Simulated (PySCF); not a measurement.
BF + HCl → BCl + HF

Level: B3LYP in the def2-SVP basis family, all electrons, no relativity, computed in PySCF with density fitting; open shells unrestricted.

| species | state and structure | E (Eh) | ZPE (kJ/mol) | H(298 K) − H(0) (kJ/mol) | S° (J/(mol K)) |
| --- | --- | --- | --- | --- | --- |
| BF | singlet, C∞v, B–F 1.264 Å | -124.56596 | 8.5 | 8.7 | 200.6 |
| HCl | singlet, C∞v, H–Cl 1.290 Å | -460.67010 | 17.7 | 8.7 | 186.8 |
| BCl | singlet, C∞v, B–Cl 1.723 Å | -484.83297 | 5.1 | 8.8 | 213.2 |
| HF | singlet, C∞v, H–F 0.925 Å | -100.35323 | 24.4 | 8.7 | 173.7 |

(1) What is the electronic reaction energy?

(2) Add zero-point, thermal and entropy terms for 298.15 K and 1 bar.

Results:

(1) At B3LYP/def2-SVP, ΔE = 130.9 kJ/mol from the differences of the total energies times 2625.5, uphill. 

(2) ΔZPE = 3.3 and Δ[H(298) − H(0)] = 0.1 kJ/mol give ΔH° = 134.3 kJ/mol. ΔS° = -0.5 J/(mol K), so ΔG° = 134.3 − 298.15 × (-0.0005) = 134 kJ/mol and log₁₀K = -23.6.

The structures come from searches over a few start shapes, so lower isomers are not excluded.
